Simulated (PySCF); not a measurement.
**Radiative rates from a computed spectrum**

Compound: hydrogen cyanide, HCN.
Geometry (GFN2-xTB, Å), atoms numbered from 1 in this order:
```
atom  x, y, z in Å
C1    -0.0226   -0.0016   -0.0039
N2     1.1148    0.0201   -0.0109
H3    -1.0807   -0.0211    0.0022
```

Method used: PySCF 2.14.0, density-fitted response routines, TDDFT B3LYP/def2-SVPD, vertical, gas phase, core orbitals frozen in the response.

Computed singlets with f of 0.002 or more:

```json
{"state": "S4", "E (eV)": "9.21", "f": "0.016"}
{"state": "S5", "E (eV)": "9.21", "f": "0.016"}
{"state": "S6", "E (eV)": "9.91", "f": "0.027"}
{"state": "S7", "E (eV)": "9.91", "f": "0.027"}
```

Problem. Give A, τ, |μ| and ∫σ dE for each state.

Solution. Relations used (vacuum, state to state): A = 0.6670 f ν̃² s⁻¹ (ν̃ in cm⁻¹); τ = 1/A; f = (2/3) ΔE |μ|² in atomic units; ∫σ dE = 109.76 f Mb·eV.

```
state  A (s⁻¹)       τ  |μ| (D)  ∫σ dE (Mb·eV)
   S4  6.0×10⁷   17 ns     0.68            1.8
   S5  6.0×10⁷   17 ns     0.68            1.8
   S6  1.1×10⁸  8.8 ns     0.84            2.9
   S7  1.1×10⁸  8.8 ns     0.84            2.9
```

States that coincide in energy are taken one by one. The rates are for emission to S0 at the absorption energy, with no other channel.

Problem. What is the integrated cross-section of all computed states together?

Solution. Σf = 0.086 over S1 to S7, so 109.76 × Σf ≈ 9.4 Mb·eV.

Problem. How much energy does a mole of photons resonant with S6 carry?

Solution. 9.914 eV × 96.485 = 957 kJ/mol (229 kcal/mol).

Problem. Suppose S4 emitted 0.3 eV lower with the same transition dipole. How would A change?

Solution. At fixed |μ|, A goes as the cube of the energy: (8.91/9.21)³ = 0.91, which makes τ about 18 ns.
